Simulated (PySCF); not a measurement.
## Gas-phase thermal properties of CS

Energies from PySCF (xtb for GFN2), thermal terms from the rigid-rotor harmonic-oscillator model, ideal gas at 1 bar. The comparison is the NASA 1993 polynomial table, which mixes measured and estimated data. 6-31G* has spherical d functions here. All species are closed-shell singlets. B3LYP is the form with VWN-RPA correlation. The harmonic model lacks anharmonicity and excited electronic states, which grow with temperature; levels with a mode under 35 cm⁻¹ are left out. The table's entry may be an old estimate for CS (not checked at source).

```tsv
level	point group	σ	ZPE (kJ/mol)	S°298 (J/mol/K)	Cp298 (J/mol/K)	S°1000 (J/mol/K)	H1000 − H298 (kJ/mol)
table	-	-	-	210.6	29.8	250.1	23.4
B3LYP/6-31G*	C∞v	1	7.7	210.6	29.7	250.0	23.2
GFN2-xTB	C∞v	1	8.3	210.3	29.6	249.3	23.0
HF/6-31G*	C∞v	1	8.5	210.3	29.5	249.1	22.9
PBE/def2-SVP	C∞v	1	7.6	210.7	29.8	250.2	23.3
PBE0/def2-TZVP	C∞v	1	8.0	210.4	29.7	249.6	23.1
```
σ: rotational symmetry number. Electronic degeneracy used: 1. Frequencies are unscaled.
